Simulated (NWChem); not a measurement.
System: fluorine (F$_{2}$); SMILES FF

Input file for NWChem:

```
start job
memory heap 200 mb stack 900 mb global 1100 mb
geometry units angstroms noautosym nocenter noautoz
  F      0.000000     0.000000     0.688226
  F      0.000000     0.000000    -0.688226
end
basis spherical
  F library sadlej_pvtz
end
dft
  xc b3lyp
  iterations 150
end
property
  response 1 0.0
end
task dft property
```

Structure relaxed at the PBE0/def2-SVP level.

Static field.

### Question
Give the results of this calculation. (B3LYP/Sadlej pVTZ.) Quantities: basis functions; isotropic polarisability (bohr³); anisotropy (bohr³).

### Answer
The number of basis functions comes out as 48 and the isotropic polarisability (bohr³) comes out as 8.4. The anisotropy (bohr³) comes out as 5.8.
